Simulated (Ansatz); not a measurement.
Job for Ansatz (an electronic-structure program): R-PBE/def2-TZVPPD on C2H8O2 (a complex). Files ending in .json are basis or fitting sets from the Basis Set Exchange.

Ansatz 0.2 input:
```yaml
crystal:
  periodic: [false, false, false]
  atoms:
    - {symbol: O, position_ang: [-1.69889196, 0.33079422, -0.09092155]}
    - {symbol: H, position_ang: [-0.75465996, 0.30699722, -0.29505655]}
    - {symbol: C, position_ang: [-2.21482196, -0.95721178, -0.35626055]}
    - {symbol: H, position_ang: [-3.27270196, -0.94218878, -0.10756455]}
    - {symbol: H, position_ang: [-2.11936696, -1.23859478, -1.40771155]}
    - {symbol: H, position_ang: [-1.73759296, -1.73219678, 0.24899045]}
    - {symbol: O, position_ang: [1.66191504, 0.21166822, -0.40756555]}
    - {symbol: H, position_ang: [2.13070504, 0.82605222, -0.97723155]}
    - {symbol: C, position_ang: [2.17074904, 0.36868722, 0.91415245]}
    - {symbol: H, position_ang: [1.61718004, -0.31950978, 1.54428245]}
    - {symbol: H, position_ang: [3.22974604, 0.11824822, 0.97087545]}
    - {symbol: H, position_ang: [2.01831004, 1.37938122, 1.29204445]}
basis:
  gaussian:
    orbitals: def2-TZVPPD.json
hamiltonian:
  xc: {name: PBE}
scf: {lower_state_search: off}
```

Output:

```
WARN ansatz: RAYON_NUM_THREADS=1 ignored (pool sized by the plan → 1); use --threads N
Functional definition: PBE
these checks for a lower state are left out or cut short: stability, starts, cluster_reference, orbital_swaps, neighbouring_geometries, increment
integrals: 0.17 GiB planned
1188 factors; their error is unknown
mean field: 1.45 GiB planned
mean field evaluation 1: about -6279.3144 eV, gradient 8.4e1 eV
mean field evaluation 2: about -6240.9965 eV, gradient 1.6e2 eV
mean field evaluation 4: about -6293.0887 eV, gradient 1.1e1 eV
mean field evaluation 8: about -6293.3291 eV, gradient 3.2e-1 eV
mean field evaluation 16: about -6293.2893 eV, gradient 2.9e-4 eV
mean field -6293.28927535 eV, -231.2741151245 hartree, gradient 2.9e-6 eV, S^2 0.000000; 0 other end points of the search recorded, 0 dependent functions left out
reference -6293.28933392 eV, -231.2741172768 hartree; 18, 18 occupied and 272, 272 virtual orbitals, 1188 factors
Total energy: -6293.28933392 eV, -231.2741172768 hartree
Checks for a lower state left out: stability, starts, cluster_reference, orbital_swaps, neighbouring_geometries, increment
```

The calculation finished and met its thresholds.

Cost: roughly 4 core-seconds.
